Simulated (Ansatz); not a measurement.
Two shapes of triplet C4H4.

Shape 1:

```xyz
8

C    -0.5758    0.6408    0.5626
C     0.7357    0.5774    0.4106
C     0.5646   -0.6461   -0.5487
C    -0.7470   -0.5841   -0.3948
H    -1.2508    1.2736    1.1194
H     1.5772    1.1364    0.7931
H     1.2408   -1.2776   -1.1056
H    -1.5892   -1.1462   -0.7716
```

Shape 2:

```xyz
8

C    -0.1689    0.9515    0.3547
C    -0.9585   -0.1258    0.3537
C     0.1689   -0.9515   -0.3547
C     0.9585    0.1258   -0.3537
H    -0.2659    1.9807    0.7034
H    -1.9695   -0.3435    0.7012
H     0.2659   -1.9807   -0.7034
H     1.9695    0.3435   -0.7012
```

Basis set: def2-SVP (spherical functions). Correlated methods keep 4 orbitals frozen. Charge 0, multiplicity 3.

Computed with Ansatz (development build ahead of 0.2.0); each method stands on the lowest determinant of its kind that the runs found.

(1) Which shape is lower in energy, and by how much in each method?

## Answers

(1)

```json
{"method": "UHF", "E(2) − E(1) (eV)": "-0.135"}
{"method": "UHF-MP2", "E(2) − E(1) (eV)": "-0.164"}
```

Shape 2 is lower. Caution: another spin multiplicity may lie lower; the determinant breaks the point group. Caution for UHF-MP2: MP2 forces lie far from those of the mean fields.
